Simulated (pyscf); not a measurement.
H₃C–F + F–C:–F [singlet] → F–CH₂–CH(F)–F (insertion; singlet surface; C–H broken, C–C, C–H formed). Single points on ωB97X-D3(BJ)/def2-SVP structures (PySCF, gas phase). Correlated levels are frozen-core, on RHF or UHF. ΔMP2 is the change of the MP2 total energy from the triple- to the quadruple-zeta basis. Energies in eV from the separated reactants.

```
level                                barrier  reaction energy
--------------------------------  ----------  ---------------
ωB97X-D3(BJ)/def2-TZVP                  1.67            -2.64
r²SCAN/def2-TZVP                        1.15            -2.74
PBE0-D3(BJ)/def2-TZVP                   1.29            -2.81
ωB97M-D3(BJ)/def2-TZVP                  1.67            -2.53
HF/def2-TZVP                            2.66            -2.35
CCSD(T)/def2-TZVPP                (withheld)            -2.57
CCSD(T)/def2-TZVPP + ΔMP2(QZVPP)  (withheld)       (withheld)
```

### Question
Fill in the missing entries.

### Answer

- CCSD(T)/def2-TZVPP, barrier: 1.57
- CCSD(T)/def2-TZVPP + ΔMP2(QZVPP), barrier: 1.54
- CCSD(T)/def2-TZVPP + ΔMP2(QZVPP), reaction energy: -2.60

F–CH₂–CH(F)–F lies 0.86 eV over its isomer H₃C–C(F)(F)–F, and others may lie lower still (electronic energy, ωB97M-D3(BJ)). This is the saddle that the search found; another between the same sides may lie lower. The CCSD(T) − MP2 part came from Ansatz, without density fitting, on the same reference.
